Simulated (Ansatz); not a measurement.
Born–Oppenheimer molecular dynamics of AlH3LiN (6 atoms, charge 0, multiplicity 1). It starts from a relaxed structure.

Computed with RKS PBE/cc-pVDZ in Ansatz.

```yaml
ensemble: NVE (velocity Verlet)
time_step: 2 fs
steps_asked: 40
starting_velocities_drawn_for: 300 K
seed: 893852
```

Frames 2 fs apart, positions in Å.

Velocities at 40.0 fs (Å/ps):

```
Li 1.62 1.07 2.45
N 0.45 -0.08 -0.03
Al -1.45 0.65 0.46
H 2.40 3.87 -8.20
H 22.13 -7.67 0.88
H -3.18 -19.89 -21.59
```

```xyz
6
Properties=species:S:1:pos:R:3 time_fs=40.0 energy_less_start_eV=0.072 T=167
Li -0.722 -0.910 1.475
N -0.197 -1.038 -0.219
Al 0.268 0.689 -0.276
H -0.338 -1.614 -1.062
H 0.716 1.767 -1.306
H 0.217 1.092 1.377
6
Properties=species:S:1:pos:R:3 time_fs=42.0 energy_less_start_eV=0.058 T=191
Li -0.719 -0.908 1.481
N -0.196 -1.038 -0.219
Al 0.265 0.690 -0.274
H -0.331 -1.605 -1.077
H 0.763 1.760 -1.312
H 0.208 1.049 1.329
6
Properties=species:S:1:pos:R:3 time_fs=44.0 energy_less_start_eV=0.074 T=162
Li -0.715 -0.905 1.488
N -0.196 -1.038 -0.222
Al 0.262 0.690 -0.273
H -0.318 -1.589 -1.083
H 0.815 1.766 -1.331
H 0.193 1.010 1.289
6
Properties=species:S:1:pos:R:3 time_fs=46.0 energy_less_start_eV=0.100 T=119
Li -0.710 -0.901 1.497
N -0.197 -1.038 -0.225
Al 0.260 0.690 -0.272
H -0.303 -1.574 -1.087
H 0.864 1.772 -1.349
H 0.173 0.981 1.278
6
Properties=species:S:1:pos:R:3 time_fs=48.0 energy_less_start_eV=0.090 T=134
Li -0.705 -0.898 1.505
N -0.198 -1.038 -0.229
Al 0.258 0.689 -0.272
H -0.286 -1.571 -1.102
H 0.904 1.771 -1.357
H 0.147 0.968 1.304
6
Properties=species:S:1:pos:R:3 time_fs=50.0 energy_less_start_eV=0.067 T=176
Li -0.698 -0.894 1.513
N -0.200 -1.037 -0.233
Al 0.257 0.688 -0.274
H -0.268 -1.575 -1.118
H 0.932 1.758 -1.349
H 0.116 0.969 1.357
6
Properties=species:S:1:pos:R:3 time_fs=52.0 energy_less_start_eV=0.060 T=188
Li -0.691 -0.889 1.521
N -0.203 -1.037 -0.238
Al 0.256 0.687 -0.276
H -0.248 -1.576 -1.120
H 0.948 1.734 -1.325
H 0.082 0.980 1.413
6
Properties=species:S:1:pos:R:3 time_fs=54.0 energy_less_start_eV=0.077 T=158
Li -0.683 -0.885 1.527
N -0.206 -1.036 -0.244
Al 0.256 0.686 -0.277
H -0.226 -1.577 -1.114
H 0.954 1.706 -1.289
H 0.047 0.996 1.454
6
Properties=species:S:1:pos:R:3 time_fs=56.0 energy_less_start_eV=0.099 T=120
Li -0.675 -0.880 1.532
N -0.210 -1.035 -0.250
Al 0.256 0.685 -0.278
H -0.204 -1.586 -1.113
H 0.958 1.686 -1.253
H 0.012 1.013 1.468
6
Properties=species:S:1:pos:R:3 time_fs=58.0 energy_less_start_eV=0.092 T=135
Li -0.665 -0.875 1.536
N -0.215 -1.034 -0.255
Al 0.257 0.683 -0.276
H -0.183 -1.603 -1.117
H 0.967 1.683 -1.227
H -0.020 1.029 1.451
6
Properties=species:S:1:pos:R:3 time_fs=60.0 energy_less_start_eV=0.052 T=206
Li -0.655 -0.870 1.538
N -0.220 -1.032 -0.260
Al 0.256 0.680 -0.273
H -0.163 -1.619 -1.113
H 0.984 1.703 -1.216
H -0.050 1.042 1.406
6
Properties=species:S:1:pos:R:3 time_fs=62.0 energy_less_start_eV=0.020 T=263
Li -0.644 -0.865 1.537
N -0.226 -1.031 -0.264
Al 0.256 0.677 -0.269
H -0.143 -1.628 -1.096
H 1.005 1.738 -1.213
H -0.078 1.052 1.341
```

Of the whole run (80 fs, mean temperature of the second half 161 K): The conserved energy stayed within 1.1 meV per atom of its start (net change 0.52 meV per atom), so the integration is sound. The temperature averaged 0.54 of the 300 K drawn at the start: a run that starts near a minimum puts about half its kinetic energy into the potential. A step of 2 fs is long for free X–H stretches (periods near 10 fs) and can bias their spread and the temperature. A run of 0.08 ps of so small a system gives no equilibrium averages.

Time of the run: 68 s on 1 thread of Arm Neoverse V1 (shared host), peak memory 0.1 GiB.
